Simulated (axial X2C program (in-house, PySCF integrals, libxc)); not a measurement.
## Potential curves of BC, with spin–orbit coupling

All values were computed with an axial X2C code built on PySCF integrals. Two-component (2c) means X2C with spin–orbit coupling and atomic mean-field two-electron Coulomb and Gaunt terms. Basis: C dyall-v3z [7s6p2d1f], B dyall-v3z [7s6p2d1f] (cores contracted in-house); Gaussian nuclei, density fitting, unrestricted open shells. Masses: C 12.000 u, B 11.009 u.

State: Ω = 3/2 (⟨Sz⟩ = 1.50, ⟨Lz⟩ = 0.00 at TPSS). Energies in eV from the fragments at the same level (C + B). Fits are polynomials in 1 − R0/R over 0.85 to 1.23 times the lowest point R0.

```
 R (Å)     TPSS     PBE0
1.2885  -3.8070  -3.8890
1.3477  -4.3155  -4.3663
1.3921  -4.5444  -4.5733
1.4366  -4.6718  -4.6805
1.4810  -4.7184  -4.7092
1.5328  -4.6946  -4.6677
1.5847  -4.6080  -4.5671
1.6513  -4.4343  -4.3799
1.7328  -4.1651  -4.0983
1.8513  -3.7285  -3.6445
```

The state is one determinant whose occupation by symmetry is held fixed; it was picked as the lowest of a PBE0 search that is not exhaustive. De is counted from the lowest determinant-based energies of the atoms at the same level, without counterpoise correction. Density functionals use the spin component along the axis (collinear). The 2c atoms are single determinants rather than J levels; their spin–orbit lowering is only partly caught, and De is too large by that part. This holds for TPSS, PBE0. PBE0 can misorder states that lie within some tenths of an eV, so this need not be the ground state of the molecule. The nearest other 2c determinant of the search, Ω = 1/2, lies 0.37 eV up at the distance of the search. The functionals have no current-density term, which raises determinants with orbital currents, atoms included. With several unpaired electrons one determinant need not be a pure state. This is the top spin component of a Σ state; components of lower Ω are not single determinants and can lie lower.

Problem. What are Re, ωe and De at the TPSS level?

Solution. At TPSS, 2c: Re = 1.490 Å, ωe ≈ 1190 cm⁻¹, De = 4.72 eV to C + B; Be follows as 1.32 cm⁻¹.

Problem. What are Re, ωe and De at the PBE0 level?

Solution. At PBE0, 2c: Re = 1.478 Å, ωe ≈ 1210 cm⁻¹, De = 4.71 eV to C + B; Be follows as 1.34 cm⁻¹.
